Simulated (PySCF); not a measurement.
## SiH$_{3}$, doublet: the ladder up to full CI

Geometry: a point of a breathe scan, not a stationary point.

```csv
atom,x (Å),y (Å),z (Å)
Si,0.0001,-0.0001,-0.0578
H,1.8697,0.0193,0.5404
H,-0.9525,1.6116,0.5324
H,-0.9205,-1.6286,0.5371
```

Basis 6-31G; PySCF 2.14.0. Correlated methods freeze the noble-gas cores, which leaves 7 electrons in 14 orbitals. Prefix R: restricted or restricted open-shell reference; prefix U: unrestricted.

Full CI is exact within this basis and frozen core; it isn't the basis-set limit. The frozen core follows each run's orbitals, which can shift R against U totals by a few meV.

```
UHF ⟨S²⟩                          : 0.780
T1 diagnostic (ROHF- or RHF-based CCSD)             : 0.0158
largest doubles amplitude (ROHF- or RHF-based CCSD) : 0.074
T1 diagnostic (UCCSD)             : 0.0315
```

```
   level  E − E(full CI) (meV)  share of correlation (%)  wall time
     RHF                  2806                      0.00          –
     UHF                  2765                      1.46          –
    RMP2                  1032                     63.23          –
    UMP2                  1070                     61.86          –
   RCCSD                   101                     96.41          –
   UCCSD                   102                     96.38          –
RCCSD(T)                    37                     98.67      0.4 s
UCCSD(T)                    39                     98.60     0.29 s
  RCCSDT                     3                     99.88      1.4 s
  UCCSDT                     3                     99.88      1.4 s
```

The correlation energy at full CI, counted from RHF, is -2.806 eV. The search over symmetries took 2 s on 1 thread of Intel Xeon, shared host; the state has 182,260 determinants.

Times are those of the correlated step on a shared host, with one SCF added for the restricted CCSD run; they ran on 1 thread of Intel Xeon.

The full-CI state has the irrep A' of Cs, in the program's axes (one component, if the state is degenerate).

Natural occupations of full CI about the gap: 1.952 1.900 1.900 0.997 0.101 0.065 0.065 0.005 0.004 0.004; effectively unpaired electrons, Σ n²(2−n)², 1.15.
